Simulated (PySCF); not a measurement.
Gas-phase reaction: 3 Si + 6 H = c-Si3H6

Computed with PySCF and rigid-rotor harmonic-oscillator thermochemistry at 1 bar. † marks an energy on the PBE0/def2-TZVP geometry and frequencies. MP2 and CCSD(T) freeze the core. Open shells (unrestricted): Si (multiplicity 3), H (multiplicity 2); the rest are closed-shell singlets. Spin-orbit splitting is ignored; it lowers the true energy and changes the entropy of Si. c-Si3H6: computed as isolated molecules; such fragments, hydroxides, amides, oligomers or adducts are transient or little studied in the gas. MP2 isn't extrapolated to the basis-set limit. CCSD(T) isn't extrapolated to the basis-set limit.

| level | ΔH°(298 K), kJ |
|---|---|
| BLYP/def2-TZVP† | ? |
| CCSD(T)/def2-TZVPP† | -2349 |
| MP2/def2-SVP† | -2193 |
| PBE/def2-TZVP† | ? |
| PBE0/def2-QZVP† | -2377 |
| LDA/def2-TZVP† | ? |
| ωB97X-V/def2-TZVP† | -2450 |

Task: What belongs in the gaps?

Result: 
- BLYP/def2-TZVP†, ΔH°(298 K), kJ: -2325
- PBE/def2-TZVP†, ΔH°(298 K), kJ: -2375
- LDA/def2-TZVP†, ΔH°(298 K), kJ: -2684
